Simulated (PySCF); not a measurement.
**Computed NMR parameters against published values**

Atoms are numbered as in `[CH2:1]1[CH2:2][CH2:3][CH2:4][CH2:5][CH2:6]1`. Each H is labelled by its parent atom.

Measured values that the calculation should reproduce: δ $^{13}$C C1/C2/C3/C4/C5/C6 26.9 ppm (measured; solution, CDCl3, 298 K; Fulmer et al., Organometallics 2010, 29, 2176).
δ $^{13}$C C1/C2/C3/C4/C5/C6 28.3 ppm (measured; solution, TFE-d3, 298 K; Fulmer et al., Organometallics 2010, 29, 2176).
δ $^{13}$C C1/C2/C3/C4/C5/C6 27.2 ppm (measured; solution, C6D6, 298 K; Fulmer et al., Organometallics 2010, 29, 2176).
δ $^{13}$C C1/C2/C3/C4/C5/C6 27.6 ppm (measured; solution, THF-d8, 298 K; Fulmer et al., Organometallics 2010, 29, 2176).
δ $^{13}$C C1/C2/C3/C4/C5/C6 27.6 ppm (measured; solution, CD3CN, 298 K; Fulmer et al., Organometallics 2010, 29, 2176).
δ $^{13}$C C1/C2/C3/C4/C5/C6 26.3 ppm (measured; solution, DMSO-d6, 298 K; Fulmer et al., Organometallics 2010, 29, 2176).

[PySCF: GIAO PBE0/pcSseg-1 shieldings; geometry from GFN2-xTB; one conformer; one averaged value for each set of equivalent atoms; relativity neglected; gas phase]

(1) What does the calculation give, and how does it compare?

(2) How far are the unscaled $^{13}$C shifts from the references?

Results:

(1) 
Reference values: measured (solution, CDCl3, 298 K; Fulmer et al., Organometallics 2010, 29, 2176).
| atoms | quantity | reference | computed | computed, scaled |
| --- | --- | --- | --- | --- |
| C1/C2/C3/C4/C5/C6 | δ $^{13}$C | 26.9 | 30.9 | 28.0 |

Reference values: measured (solution, TFE-d3, 298 K; Fulmer et al., Organometallics 2010, 29, 2176).
| atoms | quantity | reference | computed | computed, scaled |
| --- | --- | --- | --- | --- |
| C1/C2/C3/C4/C5/C6 | δ $^{13}$C | 28.3 | 30.9 | 28.0 |

Reference values: measured (solution, C6D6, 298 K; Fulmer et al., Organometallics 2010, 29, 2176).
```
            atoms    quantity  reference  computed  computed, scaled
C1/C2/C3/C4/C5/C6  δ $^{13}$C       27.2      30.9              28.0
```

Reference values: measured (solution, THF-d8, 298 K; Fulmer et al., Organometallics 2010, 29, 2176).
```json
{"atoms": "C1/C2/C3/C4/C5/C6", "quantity": "δ $^{13}$C", "reference": "27.6", "computed": "30.9", "computed, scaled": "28.0"}
```

Reference values: measured (solution, CD3CN, 298 K; Fulmer et al., Organometallics 2010, 29, 2176).
| atoms | quantity | reference | computed | computed, scaled |
| --- | --- | --- | --- | --- |
| C1/C2/C3/C4/C5/C6 | δ $^{13}$C | 27.6 | 30.9 | 28.0 |

Reference values: measured (solution, DMSO-d6, 298 K; Fulmer et al., Organometallics 2010, 29, 2176).
```csv
atoms,quantity,reference,computed,"computed, scaled"
C1/C2/C3/C4/C5/C6,δ $^{13}$C,26.3,30.9,28.0
```

Computed shifts are σ(ref) − σ with the named reference compound (TMS for H and C) calculated as an isolated molecule at the same level. The measured values may be among those fitted. Shieldings were converted by linear fits to measured shifts (mostly CDCl3, TMS scale, for H and C): $^{13}$C: δ = 180.61 − 0.978σ (rms 2.1 ppm, 210 shifts, 2.3 ppm with the 2 outliers that the fit left out). A few per cent of atoms miss by over 2 rms, more outside the fitted compound classes.

(2) Mean signed difference +3.58 ppm, mean absolute 3.58 ppm over 6 comparisons; the largest is +4.6 ppm at C1/C2/C3/C4/C5/C6 (sp3 CH2 in a ring).

6 of the 24 published NMR values on file for this molecule are compared. The rest: values from further sources.
